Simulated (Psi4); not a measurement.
**UMP2/aug-cc-pVTZ run of OH (SMILES [OH])**

What is the vertical doublet–quartet gap of OH at UMP2/aug-cc-pVTZ? 

Program for the calculation: Psi4 1.11.

## 1. The system as given

The species is OH (2 atoms), meant as a doublet with charge 0. SMILES: `[OH]`. The shape is that of a PBE0-D4/def2-TZVP optimisation.

Bond lengths: O1–H2 0.973 Å.

## 2. A single-point energy at UMP2/aug-cc-pVTZ

Contents of ho.json:

```json
{
 "schema_name": "qcschema_input",
 "schema_version": 1,
 "molecule": {
  "schema_name": "qcschema_molecule",
  "schema_version": 2,
  "symbols": ["O", "H"],
  "geometry": [0.7858993, -0.25161703, 0.40544074, -0.7858993, 0.25161703, -0.40544074],
  "molecular_charge": 0,
  "molecular_multiplicity": 2,
  "fix_symmetry": "c1",
  "fix_com": true,
  "fix_orientation": true
 },
 "driver": "energy",
 "model": {
  "method": "mp2",
  "basis": "aug-cc-pVTZ"
 },
 "keywords": {
  "reference": "uhf",
  "puream": true,
  "e_convergence": 1e-09,
  "d_convergence": 1e-08,
  "scf_type": "pk",
  "num_frozen_docc": 1,
  "mp2_type": "conv",
  "maxiter": 100
 }
}
```

Run with:

```bash
$ psi4 --qcschema ho.json -n 1 --memory 2200MB
```

stdout:

```text
[...]
  Running in c1 symmetry.
[...]
  Nuclear repulsion =    4.350574249077810
[...]
  Multiplicity = 2
[...]
  Nalpha       = 5
  Nbeta        = 4
[...]
    Number of basis functions: 69
[...]
   @UHF iter   1:   -75.39738199136528   -7.48489e-01   3.34280e-03 ADIIS/DIIS
[...]
   @UHF iter  11:   -75.42151449143772   -2.57359e-11   8.80136e-09 DIIS
[...]
   @S^2 Observed:                7.571303205E-01
[...]
    Orbital Energies [Eh]
    ---------------------
    Alpha Occupied:
       1A    -20.641369     2A     -1.389189     3A     -0.682032
       4A     -0.658500     5A     -0.561604
    Alpha Virtual:
       6A      0.029803     7A      0.136305     8A      0.152845
       9A      0.162184    10A      0.183804    11A      0.262413
      12A      0.268551    13A      0.275063    14A      0.425656
      15A      0.629535    16A      0.638676    17A      0.649283
      18A      0.714500    19A      0.729188    20A      0.854131
      21A      0.874749    22A      0.881406    23A      0.927186
      24A      0.937636    25A      0.938708    26A      0.980750
[...]
  @UHF Final Energy:   -75.42151449143772
   => Energetics <=
    Nuclear Repulsion Energy =              4.3505742490778099
    One-Electron Energy =                -112.6274997916322320
    Two-Electron Energy =                  32.8554110511167039
    Total Energy =                        -75.4215144914377191
  UHF NO Occupations:
  HONO-2 :    3  A 1.9991881
  HONO-1 :    4  A 1.9978662
[...]
 Multipole Moments:
 ------------------------------------------------------------------------------------
     Multipole            Electronic (a.u.)      Nuclear  (a.u.)        Total (a.u.)
 ------------------------------------------------------------------------------------
 L = 1.  Multiply by 2.5417464519 to convert [e a0] to [Debye]
 Dipole X            :         -6.0944268            5.5012951           -0.5931317
 Dipole Y            :          1.9512189           -1.7613192            0.1898997
 Dipole Z            :         -3.1440783            2.8380852           -0.3059931
 Magnitude           :                                                    0.6939012
[...]
	SCS-MP2 Total Energy (a.u.)        :   -75.62578232463781
	SOS-MP2 Total Energy (a.u.)        :   -75.60981884368719
	SCSN-MP2 Total Energy (a.u.)       :   -75.50580167085700
[...]
	SOS-PI-MP2 Total Energy (a.u.)     :   -75.64120290239545
[...]
	MP2 Total Energy (a.u.)            :   -75.62632522783082
[...]
```

The result, in JSON:

```text
{
 "driver": "energy",
 "model": {
  "method": "mp2",
  "basis": "aug-cc-pVTZ"
 },
 "success": true,
 "return_result": -75.62632522783082,
 "properties": {
  "calcinfo_nbasis": 69,
  "calcinfo_nmo": 69,
  "calcinfo_nalpha": 5,
  "calcinfo_nbeta": 4,
  "calcinfo_natom": 2,
  "nuclear_repulsion_energy": 4.35057424907781,
  "return_energy": -75.62632522783082,
  "scf_one_electron_energy": -112.62749979163223,
  "scf_two_electron_energy": 32.855411051116704,
  "scf_dipole_moment": [-0.5931317375085516, 0.18989970622272412, -0.3059931095153754],
  "scf_total_energy": -75.42151449143772,
  "scf_iterations": 11,
  "mp2_same_spin_correlation_energy": -0.047890442851866645,
  "mp2_opposite_spin_correlation_energy": -0.15692029354123407,
  "mp2_singles_energy": 0.0,
  "mp2_doubles_energy": -0.2048107363931007,
  "mp2_correlation_energy": -0.20481073639309955,
  "mp2_total_energy": -75.62632522783082
 }
}
```

Run time: 2.2 s. Hardware: 1 thread of Intel Xeon 6975P-C (Granite Rapids), shared host; peak memory 0.29 GiB.

## 3. The quartet at the same level

Contents of job.inp:

```
memory 2.2 GB

molecule {
  0 4
  O      0.415880    -0.133150     0.214550
  H     -0.415880     0.133150    -0.214550
  units angstrom
  symmetry c1
  no_reorient
  no_com
}

set basis aug-cc-pVTZ
set reference uhf
set puream true
set e_convergence 1e-09
set d_convergence 1e-08
set scf_type pk
set num_frozen_docc 1
set mp2_type conv
set maxiter 100

e_tot, wfn = energy('mp2', return_wfn=True)
```

Run with:

```bash
$ psi4 job.inp job.out -n 1
```

job.out:

```text
[...]
  Running in c1 symmetry.
[...]
  Nuclear repulsion =    4.350574239688279
[...]
  Multiplicity = 4
[...]
  Nalpha       = 6
  Nbeta        = 3
[...]
    Number of basis functions: 69
[...]
   @UHF iter   1:   -75.10678574877622   -4.57893e-01   5.40956e-03 ADIIS/DIIS
[...]
   @UHF iter  12:   -75.19506815574161   -5.42855e-12   3.79922e-09 DIIS
[...]
   @S^2 Observed:                3.759556761E+00
[...]
    Orbital Energies [Eh]
    ---------------------
    Alpha Occupied:
       1A    -20.945067     2A     -1.698930     3A     -0.942989
       4A     -0.930220     5A     -0.930220     6A     -0.197046
    Alpha Virtual:
       7A      0.066900     8A      0.097525     9A      0.097525
      10A      0.119013    11A      0.206230    12A      0.239263
      13A      0.239263    14A      0.363205    15A      0.531705
      16A      0.531705    17A      0.557333    18A      0.637102
      19A      0.637102    20A      0.743782    21A      0.743782
      22A      0.782223    23A      0.815074    24A      0.895753
      25A      0.895753    26A      0.936209    27A      0.936209
[...]
  @UHF Final Energy:   -75.19506815574161
   => Energetics <=
    Nuclear Repulsion Energy =              4.3505742396882789
    One-Electron Energy =                -110.4152164469340391
    Two-Electron Energy =                  30.8695740515041592
    Total Energy =                        -75.1950681557415948
  UHF NO Occupations:
  HONO-2 :    4  A 1.0000000
  HONO-1 :    5  A 1.0000000
[...]
 Multipole Moments:
 ------------------------------------------------------------------------------------
     Multipole            Electronic (a.u.)      Nuclear  (a.u.)        Total (a.u.)
 ------------------------------------------------------------------------------------
 L = 1.  Multiply by 2.5417464519 to convert [e a0] to [Debye]
 Dipole X            :         -4.3788766            5.5012951            1.1224185
 Dipole Y            :          1.4019607           -1.7613192           -0.3593585
 Dipole Z            :         -2.2590362            2.8380852            0.5790490
 Magnitude           :                                                    1.3131107
[...]
	SCS-MP2 Total Energy (a.u.)        :   -75.34541883572176
	SOS-MP2 Total Energy (a.u.)        :   -75.33227321283100
	SCSN-MP2 Total Energy (a.u.)       :   -75.26447704460482
[...]
	SOS-PI-MP2 Total Energy (a.u.)     :   -75.35514072234589
[...]
	MP2 Total Energy (a.u.)            :   -75.34884257198837
[...]
```

Wall time 2.2 s (1 thread of Intel Xeon 6975P-C (Granite Rapids), shared host); peak memory 0.29 GiB.

## 4. Outcome

At UMP2/aug-cc-pVTZ, 1 core orbital frozen:

| quantity | value |
| --- | --- |
| doublet: total energy | -75.62633 Eh |
| doublet: HOMO energy (Hartree–Fock orbitals) (highest over α and β) | -13.97 eV |
| doublet: LUMO energy (Hartree–Fock orbitals) (lowest over α and β) | 0.81 eV |
| doublet: correlation energy (1 core orbital frozen) | -204.8 mEh |
| doublet: ⟨S²⟩ of the reference determinant | 0.757 |
| quartet: total energy | -75.34884 Eh |
| quartet: HOMO energy (Hartree–Fock orbitals) (highest over α and β) | -5.36 eV |
| quartet: LUMO energy (Hartree–Fock orbitals) (lowest over α and β) | -1.89 eV |
| quartet: correlation energy (1 core orbital frozen) | -153.8 mEh |
| quartet: ⟨S²⟩ of the reference determinant | 3.760 |
| vertical energy of the quartet above the doublet | 7.551 eV |

**Reading.** At this shape the quartet lies 7.55 eV (729 kJ/mol) above the doublet.
